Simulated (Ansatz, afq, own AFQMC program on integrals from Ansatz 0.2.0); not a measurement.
**AlNH2, singlet in cc-pVDZ, levels against AFQMC with the constraint released**

```xyz
4

Al    0.0000   -0.0211    0.6643
N     0.0000    0.0382   -0.9486
H     0.0000    0.0963    2.2187
H     0.0000   -0.1134   -1.9344
```

Connectivity, by distances: AlH–NH.

Basis cc-pVDZ. Noble-gas cores (and the filled d shells of Ga–Kr and In–Xe) are frozen. Integrals, coupled cluster, full CI and functionals: Ansatz 0.2.0; the random walks run on the same integrals in our own AFQMC program. ph-AFQMC/CISD is guided by a CISD state made of CCSD amplitudes; releasing the constraint for a short imaginary time cuts its bias at the price of noise, slowly where states lie close. Free AFQMC starts from the CCSD state and is never constrained. Its projection time is finite, and what remains of the start isn't in its error. ± is one standard error of the sampling.

Determinant: RHF, the one that the program's search chose, which needn't be the lowest solution. The geometry is a point of a scan.

No full CI on the walks' own integrals is used here. The released AFQMC energy serves as the reference, which it does only where one determinant dominates, the energy is flat over the last release times and near the phaseless one (40 meV or 2 meV an electron, half that with transition metals). On small molecules, where full CI could be run and the noise was under 10 meV, such values lay within 10 meV of it in 19 cases of 20, a flattering rate, since the rule was set on those same cases; what remains of the bias isn't in the error bar.

Cautions: higher spins were not checked; raised T1 diagnostic (T1 0.030, weight of the determinant 0.87, largest double 0.07); the ph-AFQMC/HF walk drifts between its halves (2.1 errors); the released value is read at 2.40 1/Eh with a noise of 28 meV, more than in the cases checked (meV from the phaseless value at times in 1/Eh: 3 ± 25 at 0.24, 13 ± 25 at 0.51, 12 ± 24 at 0.99, 3 ± 20 at 1.62, 22 ± 28 at 2.40).

```
T1 diagnostic                               : 0.0298
weight of the determinant in the CISD state : 0.873
size of the correlated space                : 10 electrons in 36 orbitals
```

Reference: AFQMC with the constraint released, correlation energy -7.312 ± 0.028 eV.

| level | E − E(reference) (mEh) | share of correlation (%) |
| --- | --- | --- |
| HF | 268.71 ± 1.04 | 0.00 |
| MP2 | 24.71 ± 1.04 | 90.80 |
| CCSD | 11.85 ± 1.04 | 95.59 |
| CCSD(T) | 1.16 ± 1.04 | 99.57 |
| CCSDT | 0.39 ± 1.04 | 99.85 |
| CCSDT(Q) | -1.11 ± 1.04 | 100.41 |
| ph-AFQMC/HF | -6.89 ± 3.17 | 102.56 |
| ph-AFQMC/CISD | -0.82 ± 1.48 | 100.31 |
| free AFQMC | -0.37 ± 1.38 | 100.14 |

CCSDT and higher add their correlation energy to the determinant of the CCSD(T) run, since their own runs factorise the integrals more tightly (a shift of under 2 meV). Free projections are given only where their last times agree within the noise and don't stop above the reference; a slow remainder of the start can still hide under it. A walk keeps the symmetry of its determinant, which the program's search chose and which needn't be the lowest solution, so a lower state of the same spin and another symmetry isn't excluded. Released energies are given only where the last usable release times agree within the noise; a slower fall can still hide under it.
